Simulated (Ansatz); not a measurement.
One change: `C=C(O)F` becomes `C=C(O)SC`.

Ansatz, PBE0-D4/def2-TZVP geometries, multiplicity 1. Each molecule was computed in one conformer, which needn't be the lowest.

```json
{"property": "HOMO energy (PBE0/def2-TZVPP) / eV", "`C=C(O)F`": "-6.92"}
{"property": "HOMO energy (B3LYP/def2-TZVPP) / eV", "`C=C(O)F`": "-6.71"}
{"property": "LUMO energy (B3LYP/def2-TZVPP) / eV", "`C=C(O)F`": "0.58"}
{"property": "HOMO energy (ωB97M-V/def2-TZVPP) / eV", "`C=C(O)F`": "-9.19"}
{"property": "size of the dipole moment (B3LYP/def2-TZVPP) / D", "`C=C(O)F`": "1.01"}
{"property": "size of the dipole moment (PBE/def2-TZVPP) / D", "`C=C(O)F`": "1.12"}
```

(1) Give the same properties after the change, and the shifts. (An estimate is asked.)

Results:

(1) Computed: 
```json
{"property": "HOMO energy (PBE0/def2-TZVPP) / eV", "`C=C(O)SC`": "-6.62", "shift": "0.30"}
{"property": "HOMO energy (B3LYP/def2-TZVPP) / eV", "`C=C(O)SC`": "-6.41", "shift": "0.30"}
{"property": "LUMO energy (B3LYP/def2-TZVPP) / eV", "`C=C(O)SC`": "-0.22", "shift": "-0.80"}
{"property": "HOMO energy (ωB97M-V/def2-TZVPP) / eV", "`C=C(O)SC`": "-8.81", "shift": "0.38"}
{"property": "size of the dipole moment (B3LYP/def2-TZVPP) / D", "`C=C(O)SC`": "1.62", "shift": "0.61"}
{"property": "size of the dipole moment (PBE/def2-TZVPP) / D", "`C=C(O)SC`": "1.63", "shift": "0.51"}
```

With PBE0 the HOMO rises by 0.30 eV and the LUMO falls by 0.99 eV, so the gap narrows by about 1.29 eV. PBE moves the HOMO by 0.19 eV and ωB97M-V by 0.38 eV. Dipoles are sizes alone; their direction can turn.

B3LYP here is the variant with VWN-RPA as its local correlation; programs differ in this.
